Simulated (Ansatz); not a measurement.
Acid–base and redox partners of C=C=O. Gas-phase values, no solvent. One relaxed conformer stands for each flexible species; it need not be the lowest. Strings in code marks are SMILES.

Quantity: electronic energy of isomers of C2H3O (charge +1) relative to `C[C+]=O`, in eV.

Case: `C=C=[OH+]` (not the most basic site). Geometry of `C=C=[OH+]` (charge +1, multiplicity 1, Å):

```xyz
6

C     -0.9560     0.0356     0.0211
C      0.3105    -0.0403    -0.1342
O      1.5034    -0.1434    -0.4198
H     -1.5330    -0.8529     0.3136
H     -1.4746     0.9960    -0.1062
H      2.1497     0.0050     0.3254
```

Question: Estimate the electronic energy of isomers of C2H3O (charge +1) relative to `C[C+]=O` that frozen-core MP2/cc-pVTZ // PBE-D3(BJ)/def2-TZVP (Ansatz, an electronic-structure program) returns for this input.

Answer: 2.08 eV.
